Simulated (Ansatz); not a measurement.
Start from `NC(O)(F)C=S` and change one atom or group to get `COC(N)(O)F`.

Ansatz, PBE0-D4/def2-TZVP geometries, multiplicity 1. Each molecule was computed in one conformer, which needn't be the lowest.

| property | `NC(O)(F)C=S` |
| --- | --- |
| HOMO energy (PBE0/def2-TZVPP) / eV | -6.78 |
| LUMO energy (PBE/def2-TZVPP) / eV | -3.51 |
| LUMO energy (ωB97M-V/def2-TZVPP) / eV | -0.40 |
| HOMO energy (PBE/def2-TZVPP) / eV | -5.49 |
| LUMO energy (B3LYP/def2-TZVPP) / eV | -2.80 |
| HOMO–LUMO gap (B3LYP/def2-TZVPP) / eV | 3.75 |

Q: What does the change do to each property? (Best estimate.)

A: Computed: 
```json
{"property": "HOMO energy (PBE0/def2-TZVPP) / eV", "`COC(N)(O)F`": "-8.14", "shift": "-1.36"}
{"property": "LUMO energy (PBE/def2-TZVPP) / eV", "`COC(N)(O)F`": "0.30", "shift": "3.81"}
{"property": "LUMO energy (ωB97M-V/def2-TZVPP) / eV", "`COC(N)(O)F`": "2.52", "shift": "2.92"}
{"property": "HOMO energy (PBE/def2-TZVPP) / eV", "`COC(N)(O)F`": "-6.53", "shift": "-1.04"}
{"property": "LUMO energy (B3LYP/def2-TZVPP) / eV", "`COC(N)(O)F`": "0.76", "shift": "3.56"}
{"property": "HOMO–LUMO gap (B3LYP/def2-TZVPP) / eV", "`COC(N)(O)F`": "8.64", "shift": "4.89"}
```

With PBE0 the HOMO falls by 1.36 eV and the LUMO rises by 3.75 eV, so the gap widens by about 5.11 eV. PBE moves the HOMO by -1.04 eV and ωB97M-V by -1.58 eV.

B3LYP here is the variant with VWN-RPA as its local correlation; programs differ in this.
